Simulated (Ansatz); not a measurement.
# CH3B (SMILES B[CH]): UBHLYP/STO-3G

Aim: the vertical ionisation energy of CH3B at UBHLYP/STO-3G, from 2 runs. 

The calculation is run with Ansatz 0.2.0.

49 further runs of the same task are left out: 3 that didn't finish, 46 set aside as unsound or not needed.

**1. The structure to begin with**

The species is CH3B (5 atoms), meant as a triplet with charge 0. As SMILES, `B[CH]`. Geometry: relaxed at GFN2-xTB.

Bond lengths: B1–C2 1.463 Å, B1–H3 1.182 Å, B1–H4 1.174 Å, C2–H5 1.068 Å. Angles: B1–C2–H5 150.8°, C2–B1–H3 120.4°, C2–B1–H4 121.9°, H3–B1–H4 117.7°.

**2. A single-point energy at UBHLYP/STO-3G**

Input file run.yaml:

```yaml
basis:
  gaussian:
    orbitals: STO-3G
crystal:
  periodic: [false, false, false]
  atoms:
    - {symbol: B, position_ang: [-0.352450, -0.401400, -0.071360]}
    - {symbol: C, position_ang: [0.507540, 0.779550, -0.141970]}
    - {symbol: H, position_ang: [-0.308550, -1.118250, 0.866820]}
    - {symbol: H, position_ang: [-1.104620, -0.672740, -0.931370]}
    - {symbol: H, position_ang: [1.258080, 1.412850, 0.277880]}
magnetization:
  spin_polarized: true
  initial_magnetization: 2
accuracy: high
hamiltonian:
  xc: {name: BHLYP}
total_charge: 0
```

On the command line:

```bash
$ ansatz run run.yaml --threads 1 --pin off --max-ram 2610MiB --events-out events.jsonl --progress --plain --runs-dir runs
```

Output:

```text
Warning: RAYON_NUM_THREADS=1 ignored (pool sized by the plan → 1); use --threads N
Functional definition: BHLYP
  name "BHLYP"
  parameter a = 0.5
  exchange = (1 - a)*b88_x + a*exact_x
  correlation = lyp_c
209 factors; integrals over basis functions are off by at most 6.1e-9 eV
mean field evaluation 1: about -1734.9279 eV, gradient 5.9e0 eV
mean field evaluation 2: about -1735.3402 eV, gradient 1.5e0 eV
mean field evaluation 4: about -1735.3850 eV, gradient 1.7e-1 eV
mean field evaluation 8: about -1735.3641 eV, gradient 1.7e-3 eV
mean field evaluation 16: about -1735.3641 eV, gradient 7.9e-8 eV
mean field -1735.36407717 eV, -63.7734535639 hartree, gradient 7.8e-8 eV, S^2 2.007055; 0 other end points of the search recorded, 0 dependent functions left out
reference -1735.36409408 eV, -63.7734541855 hartree; 8, 6 occupied and 5, 7 virtual orbitals, 209 factors
Total energy: -1735.36409408 eV, -63.7734541855 hartree
```

Wall time 1.1 s (1 thread of Arm Neoverse V1, shared host); peak memory 0.11 GiB.

**3. The doublet cation, same level**

Input file in.yaml:

```yaml
crystal:
  periodic: [false, false, false]
  atoms:
    - {symbol: B, position_ang: [-0.352450, -0.401400, -0.071360]}
    - {symbol: C, position_ang: [0.507540, 0.779550, -0.141970]}
    - {symbol: H, position_ang: [-0.308550, -1.118250, 0.866820]}
    - {symbol: H, position_ang: [-1.104620, -0.672740, -0.931370]}
    - {symbol: H, position_ang: [1.258080, 1.412850, 0.277880]}
basis:
  gaussian:
    orbitals: STO-3G
total_charge: 1
magnetization:
  spin_polarized: true
  initial_magnetization: 1
hamiltonian:
  xc: {name: BHLYP}
accuracy: high
```

On the command line:

```bash
$ ansatz run in.yaml --threads 1 --pin off --max-ram 2610MiB --events-out events.jsonl --progress --plain --runs-dir runs
```

Output:

```text
Warning: RAYON_NUM_THREADS=1 ignored (pool sized by the plan → 1); use --threads N
[... 5 set-up lines as earlier in the session ...]
209 factors; integrals over basis functions are off by at most 6.1e-9 eV
mean field evaluation 1: about -1726.3775 eV, gradient 7.4e0 eV
mean field evaluation 2: about -1726.7044 eV, gradient 5.5e0 eV
mean field evaluation 4: about -1726.9687 eV, gradient 3.1e-1 eV
mean field evaluation 8: about -1726.9394 eV, gradient 2.3e-2 eV
mean field evaluation 16: about -1726.9394 eV, gradient 1.1e-5 eV
mean field -1726.93942520 eV, -63.4638533147 hartree, gradient 7.6e-8 eV, S^2 0.761130; 2 other end points of the search recorded, 0 dependent functions left out
reference -1726.93944275 eV, -63.4638539594 hartree; 7, 6 occupied and 6, 7 virtual orbitals, 209 factors
Total energy: -1726.93944275 eV, -63.4638539594 hartree
```

It took 1.3 s on 1 thread of Arm Neoverse V1, shared host; peak memory 0.11 GiB.

**4. Outcome**

At UBHLYP/STO-3G:

```
                                          quantity         value
                        triplet CH3B: total energy  -63.77345 Eh
                                triplet CH3B: ⟨S²⟩         2.007
                      doublet cation: total energy  -63.46385 Eh
                              doublet cation: ⟨S²⟩         0.761
vertical ionisation energy (to the doublet cation)      8.425 eV
```

What this shows: The vertical ionisation energy comes to 8.42 eV (813 kJ/mol). In a minimal basis such a difference can be off by several eV, whatever the method.
